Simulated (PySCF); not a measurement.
SiS, optimised at HF/6-31G*:

```xyz
2

Si     0.0034    -0.7066     0.6478
S     -0.0034     0.7066    -0.6478
```

Method: PySCF energies (xtb for GFN2) plus ideal-gas RRHO corrections (1 bar). 6-31G* has spherical d functions here. All species are closed-shell singlets. B3LYP is the form with VWN-RPA correlation.

**Question.** List the harmonic frequencies (cm⁻¹, unscaled) at this level and at the other levels, each on its own geometry.

**Answer.** 
- HF/6-31G*: 814
- B3LYP/6-31G*: 736
- GFN2-xTB: 763
- PBE/def2-SVP: 726
- PBE0/def2-TZVP: 766
